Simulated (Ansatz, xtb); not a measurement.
# Relaxing a trial structure of C2H3Al

The starting geometry of this gas-phase singlet was built from a drawn formula by distance geometry and a force field; its bonds are those of `[C]=[CH][AlH2]`.

```xyz
6

C    -0.9015    0.7860   -1.1688
C    -0.7589    0.0376   -0.0675
Al    1.0103   -0.7481    0.2836
H    -1.5825   -0.0872    0.6020
H     1.2196   -1.6308    1.6422
H     2.2254   -0.6046   -0.6660
```

Predict what it relaxes into with r2SCAN-D4/def2-SVP.

It rearranges to `C#[C][AlH2]`. Contacts that open: C2–Al3 (1.97 → 3.14 Å). Contacts that close: C1–Al3 (2.85 → 1.91 Å).

The energy falls by 1.83 eV over 16 steps:

```csv
step,E − E(last) (eV)
1,1.826
3,1.633
4,1.516
6,1.058
8,0.688
9,0.553
11,0.312
13,0.070
14,0.012
16,0.000
```

Final geometry (Å):

```xyz
6

C    -0.3896   -0.1794    0.0884
C    -1.5559    0.1993    0.0668
Al    1.4276   -0.7738    0.1291
H    -2.5798    0.5315    0.0482
H     1.9368   -1.5874    1.3882
H     2.3731   -0.4371   -1.0954
```

From the same start GFN2-xTB reaches the same bonding as this run.

No frequencies were run, so the end isn't proven a minimum. Run with Ansatz 0.2.0, 23 s on 2 threads of Intel(R) Xeon(R) Processor @ 2.50GHz (Skylake/Cascade Lake), on a shared host.
